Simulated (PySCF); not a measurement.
# NaNH3+, an ion with solvent molecules: interaction energy

One table from this session's results is given with a row withheld; the runs are named, their logs left out.

Programs: PySCF 2.14.0. All values are calculated, for the isolated system unless a continuum is named. Atoms count from 0, parts from 1.

### Starting point

5 atoms, charge 1, multiplicity 1; geometry: GFN2-xTB. Parts: 1 = atom 0, `[Na+]`, charge 1; 2 = atoms 1–4, `N`, charge 0.

Set-up of the first run:

The job: settings as JSON, then the geometry in Å.

```
{"job": {"xc": "PBE0", "basis": "def2-SVPD", "d3": "d3bj", "grid": 2, "kind": "geom", "shake": 0.01}, "charge": 1, "multiplicity": 1, "parts": [{"atoms": "0-0", "charge": 1, "multiplicity": 1}, {"atoms": "1-4", "charge": 0, "multiplicity": 1}]}
Na     0.243113     0.403945    -0.010614
N      1.814513     0.051566    -1.764911
H      2.752321    -0.069613    -1.433809
H      1.910276     0.819754    -2.439909
H      1.625376    -0.780657    -2.330677
```

The run is started by

```
$ OMP_NUM_THREADS=1 python cluster_run.py task.json out
```

One launch serves the whole session: the jobs run in the order shown.

Steps of the session up to this table: Geometry optimisation at PBE0-D3(BJ)/def2-SVPD; Coupled-cluster interaction energy: CCSD(T) and MP2, 2.34 Å; Coupled-cluster interaction energy: CCSD(T) and MP2, 2.57 Å; Coupled-cluster interaction energy: CCSD(T) and MP2, 2.22 Å; Coupled-cluster interaction energy: CCSD(T) and MP2, 2.92 Å; Coupled-cluster interaction energy: CCSD(T) and MP2, 2.10 Å; Coupled-cluster interaction energy: CCSD(T) and MP2, 3.51 Å; Coupled-cluster interaction energy: CCSD(T) and MP2, 4.68 Å.

One of the session's tables, all rows but one given; the rest of the session is left out.

It belongs to the step «Coupled-cluster interaction energy: CCSD(T) and MP2, 4.68 Å». 

| method | interaction energy (kcal/mol) |
| --- | --- |
| HF/aug-cc-pVDZ | -7.46 |
| MP2/aug-cc-pVDZ | -7.34 |
| CCSD/aug-cc-pVDZ | -7.27 |
| CCSD(T)/aug-cc-pVDZ | ? |
| HF/aug-cc-pVTZ | -7.46 |
| MP2/aug-cc-pVTZ | -7.35 |
| SCS-MP2/aug-cc-pVTZ | -7.34 |
| MP2, extrapolated | -7.35 |
| CCSD(T), limit estimate | -7.24 |

**Question.** Estimate the row for CCSD(T)/aug-cc-pVDZ.

**Answer.** interaction energy (kcal/mol): -7.23. In the column «interaction energy (kcal/mol)» it is the highest.

In this run the core of Na (2s2p) is correlated, in a basis without core functions; only the other cores are frozen.
